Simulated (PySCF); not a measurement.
**Structure from NMR data**

Molecular formula: C2H2F2O2. Simulated spectra:

1H NMR (400 MHz, computed): δ 6.18 (t, J = 59.1 Hz, 1H), 6.06 (br s, 1H).

13C{1H} NMR (computed): δ 170.9 (C, t, J = 29.0 Hz), 117.7 (CH, t, J = 316.4 Hz).

- NMR shieldings at PBE/pcSseg-2/GIAO
- B3LYP/pcJ-1 coupling constants
- coordinates at the PBE0-D3(BJ)/def2-SVP level
- run in PySCF 2.14
- one conformer, relativity neglected, no solvent, rapidly exchanging positions averaged

Shifts are taken against calculated references (same method and geometry level): TMS for 1H, 13C.

What is the structure?

Results:


1. Rings plus π bonds: 1 (no ring in the answer).
2. 2 carbon signals for 2 carbons: no two carbons are equivalent.
3. Carbon types of the structure: 1 × C, 1 × CH, leaving 1 H on heteroatoms.
4. δC 170.9: carboxylic acid carbon; it is a carbonyl in resonance with an O or N lone pair, the region of acids, esters and amides.
5. δC 117.7: sp3 CH bonded to 2 F, α to a carbonyl; 2 electronegative neighbours deshield it.
6. δH 6.18: hydrogen on an sp3 CH bonded to 2 F, α to a carbonyl; its carbon carries F, hence the downfield position.
7. δH 6.06: hydrogen on an acid hydroxyl oxygen; exchangeable, gas-phase position.

The compound is SMILES FC(C(=O)O)F.

The data come from this structure; uniqueness wasn't tested.

OH/NH shifts are gas-phase values; hydrogen bonding in solution moves them, usually downfield. Common functionals overestimate the size of one-bond C–F couplings by tens of Hz; these are unscaled. Multiplet labels drop couplings under 1 Hz and merge nearly equal ones. Shifts are as computed, not scaled to solution data. Of 1211 compounds with measured shifts, 218 miss one by over three times the rms of a fit or turn the order of signals round; such compounds aren't used in these exercises. The C=O carbon of an acid or of an amide with N–H lies up to 10 ppm further downfield in solution, through hydrogen bonding that the calculation lacks.
